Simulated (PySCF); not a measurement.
Work out the structure from these simulated measurements.

Elements present: C, H and O. Monoisotopic mass: 71.0139 u (electron mass counted); charge -1.

* Couplings: largest of the computed one-bond spin–spin couplings (means over like bonds): 13C–1H +165.0, 13C–1H +150.9, 13C–1H +148.7, 13C–13C +78.7, 13C–13C +54.7, 17O–13C +27.6, 17O–13C +27.4 Hz [B3LYP/pcJ-1]
* 13C NMR: chemical shifts (computed TMS as zero) by class: 167.5 (1 C), 160.2 (1 C), 113.7 (1 C) ppm [GIAO PBE0/pcSseg-1]
* Rotational structure: rotational constants A, B, C: 11.333, 4.431, 3.185 GHz [GFN2-xTB]
* 1H NMR: chemical shifts (computed TMS as zero) by class: 6.21 (1 H), 5.63 (1 H), 4.73 (1 H) ppm [GIAO PBE0/pcSseg-1]
* NMR, other nuclei: isotropic shieldings of nuclei other than C and H, by class: -28 (1 O), 37 (1 O) ppm [GIAO PBE0/pcSseg-1]

Electronic properties: PySCF, gas phase, density fitting. Levels stand in brackets. One conformer (not necessarily the lowest) at the GFN2-xTB geometry, without solvent, vibrations or thermal averaging. No diffuse functions stand in pcJ-1 and pcSseg-1, which bears on an anion's orbital energies. Each NMR value is the plain mean over a class of atoms that symmetry, rotation or inversion makes alike.

**Question.** Which formula fits the mass and the elements?

**Answer.** C3H3O2 (calculated 71.0139). No other formula that holds each of these elements comes within 0.0003 u with a fitting electron parity and a possible valence count.

**Question.** Give a SMILES that accounts for the data.

**Answer.** Numbering: `[CH2:1]=[CH:2][C:3](=[O:4])[O-:5]`. 3 carbons fall into 3 classes; from least to most shielded: carboxylate carbon [C3] (167.5 ppm), alkene CH carbon [C2] (160.2 ppm), terminal =CH2 carbon [C1] (113.7 ppm). Hydrogen classes from least to most shielded: 1 H on an alkene CH carbon, C2 (6.21 ppm), 1 H on a terminal =CH2 carbon, C1 (5.63 ppm), 1 H on a terminal =CH2 carbon, C1 (4.73 ppm). The other shieldings belong to: -28 ppm, carboxylate oxygen [O4]; 37 ppm, carboxylate oxygen [O5]. The couplings run between: +165.0 Hz, terminal =CH2 carbon [C1] and its hydrogen; +150.9 Hz, alkene CH carbon [C2] and its hydrogen; +148.7 Hz, terminal =CH2 carbon [C1] and its hydrogen; +78.7 Hz, terminal =CH2 carbon [C1] and alkene CH carbon [C2]; +54.7 Hz, alkene CH carbon [C2] and carboxylate carbon [C3]; +27.6 Hz, carboxylate oxygen [O5] and carboxylate carbon [C3]; +27.4 Hz, carboxylate oxygen [O4] and carboxylate carbon [C3]. The optimised geometry has point group Cs and is an asymmetric top. Structure: `C(C=C)(=O)[O-]`. The assignments are read from this structure; whether some other isomer fits the data as well wasn't checked.

Conformer computed: `[CH2:1]=[CH:2][C:3](=[O:4])[O-:5]`: C1–C2–C3–O4 180°.
